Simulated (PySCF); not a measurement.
Method: B3LYP-D3(BJ)/def2-TZVP (PySCF 2.14.0). Isolated molecules, 0 K electronic values unless said otherwise. B3LYP has the VWN-RPA correlation part, as in Gaussian. 

Reference species (SMILES): `[SiH3]` (neutral, multiplicity 2).

| Item | Result |
|---|---|
| highest occupied spin orbital | -6.11 eV |
| dipole moment | 0.08 D |

Changed species: `[SH]` (radical fragment; the reference has radical fragment).

**Question.** Predict the effect on the highest occupied spin orbital and dipole moment.

**Answer.** the highest occupied spin orbital decreases by 1.06 eV, to -7.17 eV; the dipole moment rises by 0.78 D, to 0.86 D.
